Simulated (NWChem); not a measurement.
System: carbon tetrachloride (CCl4); SMILES ClC(Cl)(Cl)Cl

```xyz
5

Cl     1.3614    -1.1284    -0.0689
C      0.0000    -0.0001    -0.0001
Cl     0.6099     1.6612     0.0019
Cl    -1.0407    -0.2445    -1.4102
Cl    -0.9307    -0.2883     1.4772
```
Atoms are numbered in this order, from 1.

Geometry: optimised at PBE0/def2-SVP.

Question: List the 4 lowest vertical singlet excitations from PBE0/def2-SVPD, TDA (NWChem).

Answer: 
```tsv
state	energy (eV)	oscillator strength	leading excitation (squared amplitude)
S1	6.06	0.000	HOMO → LUMO (0.97)
S2	6.06	0.000	HOMO−1 → LUMO (0.95)
S3	6.06	0.000	HOMO−2 → LUMO (0.95)
S4	7.11	0.020	HOMO−3 → LUMO (0.38)
```
